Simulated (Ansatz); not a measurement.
Down a group: bond dissociation energies of H3Si–O, H3Ge–O

Ansatz 0.2.0, basis cc-pVDZ; geometries are PBE0/def2-TZVP minima. Wave-function levels freeze the cores with the filled d shells of p-block atoms; HF, MP2 and coupled cluster are restricted for singlets and unrestricted otherwise, atoms included, restricted open-shell where a d shell is frozen. The reference is CCSDT(Q) (coupled cluster only where its series has nearly closed). An error is the level's value less the reference. None of these values is a measured one. Energies are electronic, without zero-point terms. No spin–orbit coupling and no scalar relativity. The set is small: it underbinds, by tens of kJ/mol for each bond, so near ties and functionals' places can change in larger sets. The species are chosen: bound, without strong static correlation by their natural occupations or amplitudes, in their lowest spin state as far as vertical gaps and like structures tell, and with a ladder that closes on the reference, so errors are smaller than for species at large; levels whose determinant breaks symmetry or spin markedly are left out.

```csv
species,bonds (Å),quantity,symmetry of the states,reference,value (kJ/mol),error CCSD,error CCSD(T),error CCSDT
"H3Si–O, doublet","O–Si 1.657, Si–H 1.485/1.493, angles at Si 101/110/112°","Si–H bond energy, to H2Si–O (singlet) + H",–,CCSDT(Q),150.2,13.8,1.8,2.3
"H3Ge–O, doublet","O–Ge 1.795, Ge–H 1.536/1.537, angles at Ge 102/110/112°","Ge–H bond energy, to H2Ge–O (singlet) + H",–,CCSDT(Q),171.4,19.7,2.9,3.3
```

The reference rises from Si to Ge, by 21.2 kJ/mol in all.
